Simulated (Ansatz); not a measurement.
**CH4O3S: rigid torsion scan**

A script is to give a rigid torsion scan; the system is CH4O3S. SMILES: CS(=O)(=O)O.

Program: the Python package of Ansatz 0.2.0. Level of theory: Hartree-Fock/def2-SVP. These are calculated values, not measurements.

### Step 1. Starting point

Bond lengths: C1–S2 1.738 Å, S2–O3 1.425 Å, S2–O4 1.495 Å, S2–O5 1.597 Å, C1–H6 1.169 Å, C1–H7 1.067 Å, C1–H8 1.055 Å, O5–H9 1.025 Å. Angles: C1–S2–O3 106.9°, C1–S2–O4 112.5°, C1–S2–O5 99.2°, O3–S2–O4 121.4°, O3–S2–O5 106.1°, O4–S2–O5 108.3°, S2–C1–H6 107.5°, S2–C1–H7 110.3°, S2–C1–H8 110.0°, H6–C1–H7 108.0°, H6–C1–H8 107.3°, H7–C1–H8 113.5°, S2–O5–H9 110.2°.

No structure file is read: the coordinates are typed or built in the script.

### Step 2. Script

Input file run_torsion.py:

```python
# -*- coding: utf-8 -*-
"""Energy of CH4O3S as one group turns about a bond."""

from dataclasses import dataclass

import ansatz as az
from ase import Atoms


@dataclass(frozen=True)
class RunConfig:
    basis_set: str = "def2-SVP"
    functional: str = "HF"
    fmax: float = 0.02


opts = RunConfig()

atoms = Atoms(["C", "S", "O", "O", "O", "H", "H", "H", "H"], positions=[
    [-0.7704, -0.3805, -0.7059],
    [0.7186, 0.0894, 0.0575],
    [1.2668, -1.0826, 0.6534],
    [1.5475, 0.9831, -0.8081],
    [0.1268, 0.9609, 1.2579],
    [-1.3171, 0.5963, -1.0418],
    [-0.5716, -0.964, -1.5774],
    [-1.3961, -0.8661, -0.0085],
    [0.484, 0.6173, 2.1556],
])

# start the scan from a relaxed geometry
first = (
    az.Crystal.molecule_from_ase(atoms).calculation()
    .basis(gaussian=opts.basis_set)
    .functional(opts.functional)
    .relax(force_tolerance=opts.fmax, max_steps=80)
)
atoms.positions = first.run(threads=1).report["positions_ang"]

start = atoms.get_dihedral(0, 1, 4, 8)
energies = {}
for turn in range(0, 360, 30):
    turned = atoms.copy()
    turned.set_dihedral(0, 1, 4, 8, start + turn, indices=[4, 8])
    model = (
        az.Crystal.molecule_from_ase(turned).calculation()
        .basis(gaussian=opts.basis_set)
        .functional(opts.functional)
    )
    energies[round((start + turn) % 360)] = model.run(threads=1).report["free_energy_ev"]
floor = min(energies.values())
print("dihedral C0-S1-O4-H8 (deg)   E - E(min) (eV)")
for angle, e in sorted(energies.items()):
    print(f"{angle:8d} {(e - floor):14.3f}  " + "#" * int(30 * (e - floor) / max(max(energies.values()) - floor, 1e-9)))
```

### Step 3. Running it

Launch:

```
$ python run_torsion.py
```

**Question.** Where along the turn do the lowest and the highest point lie, and how far apart are they?

**Answer**, as computed:

| quantity | value |
| --- | --- |
| runs compared | 12 |
| range of energy | 0.361 eV |
| lowest point, turn (°) | 0 |

What this shows: The lowest point is at 121° and the highest at 1°, 0.361 eV (34.8 kJ/mol) above it, with the rest of the molecule held. Run 0: The relaxation took 8 moves; the largest shift is 0.105 Å, of atom 4 (O). The scan is rigid and the energies are electronic, in a modest basis. With rigid groups the curve can differ much from the relaxed path, the start wasn't checked as a minimum of this torsion, and equivalent turns needn't return to the same energy.
